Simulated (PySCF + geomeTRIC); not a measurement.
Species: CN, SMILES `[C]#N` (charge 0, multiplicity 2).

Give a relaxed geometry from PBE0-D4/def2-TZVP run with PySCF + geomeTRIC.

the end point of this relaxation (outside a Z-matrix the atoms follow the SMILES, hydrogens last).
Bonds (Å): C1–N2 1.160.
